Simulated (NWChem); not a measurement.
**C2F4 (tetrafluoroethylene) at 6 levels**

We compute a comparison of 6 runs (HF/def2-SVP, M06-2X/STO-3G, B3LYP/6-31G*, PBE0/def2-SVP, TPSS/def2-TZVP, CCSD(T)/6-31G) of C2F4 (tetrafluoroethylene). 

The calculation is run with NWChem 7.3.0.

1 further run of the same task is left out (set aside as unsound or not needed).

### 1 The molecule

C2F4: 6 atoms, total charge 0, spin state singlet. As SMILES, `FC(F)=C(F)F`. The coordinates come from a PBE0-D4/def2-TZVP relaxation.

Bond lengths: F1–C2 1.310 Å, C2–F3 1.310 Å, C2–C4 1.320 Å, C4–F5 1.310 Å, C4–F6 1.310 Å. Angles: F1–C2–F3 113.3°, F1–C2–C4 123.4°, F3–C2–C4 123.4°, C2–C4–F5 123.4°, C2–C4–F6 123.4°, F5–C4–F6 113.3°.

### 2 Energy and gradient at HF/def2-SVP (run 1)

c2f4.xyz

```xyz
6
C2F4
F      1.169200    -1.134500    -0.708000
C      0.202500    -0.640200     0.025700
F     -0.337500    -1.520600     0.832300
C     -0.188400     0.618800    -0.041100
F      0.351500     1.499300    -0.847600
F     -1.155200     1.113100     0.692600
```

c2f4.nw

```
start c2f4
title "C2F4"
memory stack 880 mb heap 220 mb global 1100 mb
geometry noautosym nocenter noautoz
 load format xyz c2f4.xyz
end
basis spherical bse
 * library def2-SVP
end
scf
 thresh 1e-08
 maxiter 80
 print medium
end
task scf gradient
```

Run with:

```
nwchem c2f4.nw > c2f4.out
```

The program printed:

```text
[...]
  functions       =    84
[...]
  wavefunction    = RHF
[...]
         Total SCF energy =   -473.037424011398
      One-electron energy =  -1145.589539147059
      Two-electron energy =    426.996876659719
 Nuclear repulsion energy =    245.555238475943
        Time for solution =      8.5s
[...]
                         RHF ENERGY GRADIENTS
    atom               coordinates                        gradient
                 x          y          z           x          y          z
   1 F       2.209468  -2.143894  -1.337926    0.015127  -0.006999  -0.011739
   2 C       0.382670  -1.209803   0.048566    0.000514  -0.001554   0.000067
   3 F      -0.637783  -2.873517   1.572819   -0.008896  -0.013187   0.012835
   4 C      -0.356024   1.169362  -0.077668   -0.000442   0.001521  -0.000118
   5 F       0.664239   2.833266  -1.601732    0.008871   0.013185  -0.012808
   6 F      -2.183011   2.103454   1.308824   -0.015174   0.007035   0.011762
[...]
```

It took 12 s on 1 thread of Intel Xeon Platinum 8259CL at 2.50GHz (Skylake/Cascade Lake), shared host; peak memory 0.1 GiB.

### 3 Energy and gradient at M06-2X/STO-3G (run 2)

run.py

```python
from ase import Atoms
from ase.calculators.nwchem import NWChem

molecule = Atoms(['F', 'C', 'F', 'C', 'F', 'F'], positions=[
    [1.169200, -1.134500, -0.708000],
    [0.202500, -0.640200, 0.025700],
    [-0.337500, -1.520600, 0.832300],
    [-0.188400, 0.618800, -0.041100],
    [0.351500, 1.499300, -0.847600],
    [-1.155200, 1.113100, 0.692600],
])

calc = NWChem(
    label='c2f4',
    theory='dft',
    memory='2200 mb',
    basis='STO-3G',
    basispar='spherical bse',
    dft={'xc': 'm06-2x', 'mult': '1', 'grid': 'xfine', 'convergence': 'energy 1e-08', 'iterations': '100', 'mulliken': None},
)
molecule.calc = calc

forces = molecule.get_forces()
print("Total energy (eV):", round(molecule.get_potential_energy(), 6))
print("forces (eV/A):")
for s, f in zip(molecule.symbols, forces):
    print(f"{s:2s} {f[0]:10.5f} {f[1]:10.5f} {f[2]:10.5f}")
print("dipole (e A):", molecule.get_dipole_moment().round(4))
```

Run with:

```
export ASE_NWCHEM_COMMAND="nwchem PREFIX.nwi > PREFIX.nwo"
python run.py
```

The program printed:

```text
Total energy (eV): -12756.683741
forces (eV/A):
F     2.75149   -1.31363   -2.12008
C    -0.15823    0.50342   -0.02504
F    -1.58899   -2.42342    2.31620
C     0.15370   -0.50203    0.02874
F     1.59018    2.42455   -2.31764
F    -2.74815    1.31111    2.11787
dipole (e A): [ 0.0001 -0.     -0.    ]
```

The calculator wrote c2f4.nwi:

```
title "c2f4"

permanent_dir c2f4

scratch_dir c2f4

start c2f4

geometry units angstrom nocenter noautosym noautoz
  F  1.1692000000000000e+00 -1.1345000000000001e+00 -7.0799999999999996e-01
  C  2.0250000000000001e-01 -6.4019999999999999e-01 2.5700000000000001e-02
  F  -3.3750000000000002e-01 -1.5206000000000000e+00 8.3230000000000004e-01
  C  -1.8840000000000001e-01 6.1880000000000002e-01 -4.1099999999999998e-02
  F  3.5149999999999998e-01 1.4993000000000001e+00 -8.4760000000000002e-01
  F  -1.1552000000000000e+00 1.1131000000000000e+00 6.9259999999999999e-01
end

memory 2200 mb

basis spherical bse noprint
   * library STO-3G
end

dft
  xc m06-2x
  mult 1
  grid xfine
  convergence energy 1e-08
  iterations 100
  mulliken
end

task dft gradient
```

c2f4.nwo:

```text
Northwest Computational Chemistry Package (NWChem) 7.3.0
             --------------------------------------------------------

           Job information
           ---------------

    nwchem branch   = 7.3.0
    use scalapack   = T
    input           = c2f4.nwi
    prefix          = c2f4.
    data base       = c2f4/c2f4.db
    status          = startup
    nproc           =        1

           Memory information
           ------------------

[... 5 lines left out ...]
    hardfail = no
[... 98 lines left out ...]
  convergence criterion.
[... 39 lines left out ...]
          Spatial weights used:  Erf1
[... 32 lines left out ...]
 1-e energy   =   -1146.325118
[... 40 lines left out ...]
           Coulomb energy =      481.434900659344
[... 284 lines left out ...]
          Convergence on density requested:  1.00D-05
[... 25 lines left out ...]
          total energy or number of iterations.
[... 37 lines left out ...]
                 ----------------------------------------
                 |  Time  |  1-e(secs)   |  2-e(secs)   |
                 ----------------------------------------
                 |  CPU   |       0.00   |       0.16   |
                 ----------------------------------------
                 |  WALL  |       0.00   |       0.16   |
                 ----------------------------------------

 Task  times  cpu:       10.7s     wall:       10.7s
 Total times  cpu:       10.7s     wall:       10.7s
```

Run time: 12 s. Hardware: 1 thread of Intel Xeon Platinum 8259CL at 2.50GHz (Skylake/Cascade Lake), shared host; peak memory 0.13 GiB.

Runs 3 to 4 aren't shown in full; the table further down has their settings and results.

### 4 Energy and gradient at TPSS/def2-TZVP (run 5)

run.py

```python
from ase import Atoms
from ase.calculators.nwchem import NWChem

atoms = Atoms('FCFCFF', positions=[
    [1.169200, -1.134500, -0.708000],
    [0.202500, -0.640200, 0.025700],
    [-0.337500, -1.520600, 0.832300],
    [-0.188400, 0.618800, -0.041100],
    [0.351500, 1.499300, -0.847600],
    [-1.155200, 1.113100, 0.692600],
])

calc = NWChem(
    label='c2f4',
    theory='dft',
    memory='2200 mb',
    basis='def2-TZVP',
    basispar='spherical bse',
    dft={'xc': 'xtpss03 ctpss03', 'mult': '1', 'grid': 'fine', 'convergence': 'energy 1e-08', 'iterations': '100', 'mulliken': None},
)
atoms.calc = calc

forces = atoms.get_forces()
e = atoms.get_potential_energy()
print(f"E = {e:.6f} eV")
print("forces (eV/A):")
for s, f in zip(atoms.symbols, forces):
    print(f"{s:2s} {f[0]:10.5f} {f[1]:10.5f} {f[2]:10.5f}")
print("dipole (e A):", atoms.get_dipole_moment().round(4))
```

Run with:

```
export ASE_NWCHEM_COMMAND="nwchem PREFIX.nwi > PREFIX.nwo"
python run.py
```

The program printed:

```text
E = -12946.317306 eV
forces (eV/A):
F     0.69080   -0.35743   -0.52265
C    -0.09832    0.31239   -0.01568
F    -0.38237   -0.63085    0.57377
C     0.09513   -0.31100    0.01805
F     0.38340    0.63121   -0.57490
F    -0.68864    0.35569    0.52142
dipole (e A): [ 0.0001 -0.     -0.0001]
```

The calculator wrote c2f4.nwi:

```
title "c2f4"

permanent_dir c2f4

scratch_dir c2f4

start c2f4

geometry units angstrom nocenter noautosym noautoz
  F  1.1692000000000000e+00 -1.1345000000000001e+00 -7.0799999999999996e-01
  C  2.0250000000000001e-01 -6.4019999999999999e-01 2.5700000000000001e-02
  F  -3.3750000000000002e-01 -1.5206000000000000e+00 8.3230000000000004e-01
  C  -1.8840000000000001e-01 6.1880000000000002e-01 -4.1099999999999998e-02
  F  3.5149999999999998e-01 1.4993000000000001e+00 -8.4760000000000002e-01
  F  -1.1552000000000000e+00 1.1131000000000000e+00 6.9259999999999999e-01
end

memory 2200 mb

basis spherical bse noprint
   * library def2-TZVP
end

dft
  xc xtpss03 ctpss03
  mult 1
  grid fine
  convergence energy 1e-08
  iterations 100
  mulliken
end

task dft gradient
```

c2f4.nwo:

```text
Northwest Computational Chemistry Package (NWChem) 7.3.0
             --------------------------------------------------------

           Job information
           ---------------

    nwchem branch   = 7.3.0
    use scalapack   = T
    input           = c2f4.nwi
    prefix          = c2f4.
    data base       = c2f4/c2f4.db
    status          = startup
    nproc           =        1

           Memory information
           ------------------

[... 5 lines left out ...]
    hardfail = no
[... 98 lines left out ...]
  convergence criterion.
[... 37 lines left out ...]
          Spatial weights used:  Erf1
[... 32 lines left out ...]
 1-e energy   =   -1146.672502
[... 44 lines left out ...]
           Coulomb energy =      478.608071889026
[... 1387 lines left out ...]
          Convergence on density requested:  1.00D-05
[... 23 lines left out ...]
          total energy or number of iterations.
[... 37 lines left out ...]
                 ----------------------------------------
                 |  Time  |  1-e(secs)   |  2-e(secs)   |
                 ----------------------------------------
                 |  CPU   |       0.04   |      29.38   |
                 ----------------------------------------
                 |  WALL  |       0.04   |      29.38   |
                 ----------------------------------------

 Task  times  cpu:      142.9s     wall:      142.9s
 Total times  cpu:      143.0s     wall:      143.0s
```

It took 2.4 min on 1 thread of Intel Xeon Platinum 8259CL at 2.50GHz (Skylake/Cascade Lake), shared host; peak memory 0.13 GiB.

### 5 A single-point energy at CCSD(T)/6-31G (run 6)

nw.nw

```
start nw
memory 2200 mb
geometry units angstroms noautosym nocenter noautoz
F        1.169200      -1.134500      -0.708000
C        0.202500      -0.640200       0.025700
F       -0.337500      -1.520600       0.832300
C       -0.188400       0.618800      -0.041100
F        0.351500       1.499300      -0.847600
F       -1.155200       1.113100       0.692600
end
basis spherical bse
* library 6-31G
end
scf
singlet
rhf
thresh 1e-08
maxiter 80
print medium
end
ccsd
freeze core 6
maxiter 60
end
task ccsd(t)
```

Run with:

```
nwchem nw.nw > nw.out
```

The program printed:

```text
[...]
  functions       =    54
[...]
  wavefunction    = RHF
[...]
         Total SCF energy =   -473.253344840773
      One-electron energy =  -1145.238314505150
      Two-electron energy =    426.429731188435
 Nuclear repulsion energy =    245.555238475942
        Time for solution =      4.4s
[...]
 Total MP2 energy:           -473.904269204154502
[...]
             energy      energy      error      ampl     ampl      Block
                                                time     time      time
[...]
 Total CCSD energy:           -473.914192605332062
[...]
 Total CCSD+T(CCSD) energy:           -473.931300359777765
[...]
 Total CCSD(T) energy:                -473.928948760585968
[...]
```

It took 46 s on 1 thread of Intel Xeon Platinum 8259CL at 2.50GHz (Skylake/Cascade Lake), shared host; peak memory 0.17 GiB.

### 6 All runs side by side

```
run                               level  iteration cap   module  energy (Eh)  dipole moment (D)  HOMO energy (eV)  LUMO energy (eV)  wall time
  1                         HF/def2-SVP             80      scf  -473.037424               0.00            -11.01              5.08       12 s
  2                       M06-2X/STO-3G            100      dft  -468.799485               0.00             -4.71              5.49       12 s
  3  B3LYP/6-31G* (spherical functions)            100      dft  -475.493893               0.00             -6.78              1.03       29 s
  4                       PBE0/def2-SVP            100      dft  -474.692280               0.00             -7.41              0.94       26 s
  5                      TPSS/def2-TZVP            100      dft  -475.768390               0.00             -6.14             -0.02    2.4 min
  6                       CCSD(T)/6-31G             80  ccsd(t)  -473.928949                  –            -11.43              4.32       46 s
```

### 7 Outcome

| quantity | value |
| --- | --- |
| run 6: total energy | -473.92895 Eh |
| run 6: HOMO energy (Hartree–Fock orbitals) | -11.43 eV |
| run 6: LUMO energy (Hartree–Fock orbitals) | 4.32 eV |
| run 6: HOMO–LUMO gap (Hartree–Fock orbitals) | 15.76 eV |
| run 6: correlation energy (6 core orbitals frozen) | -675.6 mEh |
| run 6: (T) correction | -14.76 mEh |

In words: Over runs 1, 2, 3, 4, 5 the HOMO–LUMO gap runs from 6.11 eV (TPSS/def2-TZVP) to 16.09 eV (HF/def2-SVP). The two ends differ in method and basis. Totals of different functionals can't be ranked against each other. In run 2 the basis is minimal, so the values are rough. All runs together took 4.5 min, the longest 2.4 min.
